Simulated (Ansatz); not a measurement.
**Breaking a bond in AlHClO (SMILES [O][AlH][Cl])**

AlHClO: 4 atoms, total charge 0, spin state doublet. SMILES: `[O][AlH][Cl]`. Geometry: relaxed at PBE0-D4/def2-TZVP.

```xyz
4

O     0.2906   -1.0359    1.3506
Al    0.1184    0.0490    0.0156
Cl   -1.5732   -0.2106   -1.1688
H     1.2197    1.1373   -0.2178
```

The Al2–Cl3 distance is scanned; the parts on either side stay rigid. Basis STO-3G, 11 core orbitals frozen in the correlated methods; program Ansatz 0.2.0. FCI is exact within this basis and core. Energies in eV from each method's value at 2.081 Å; open shells run as named. The shape above is that at 2.081 Å.

```csv
distance (Å),UHF,UPBE0,UBCCD(T),UCCSDT,UCCSDT(Q),FCI
2.081,0.00,0.00,0.00,0.00,0.00,0.00
2.602,1.87,1.59,1.65,1.65,1.64,1.65
3.122,4.31,3.68,3.89,3.86,3.86,3.87
4.163,5.44,5.26,4.93,4.88,4.83,4.89
5.203,5.44,5.52,4.94,4.88,4.83,4.89
```

Departure from the FCI curve at its largest: UHF +0.55 eV at 4.16 Å; UPBE0 +0.63 eV at 5.20 Å; UBCCD(T) +0.04 eV at 5.20 Å; UCCSDT -0.01 eV at 4.16 Å; UCCSDT(Q) -0.06 eV at 4.16 Å. For the functionals part of the departure is owed to the small basis.
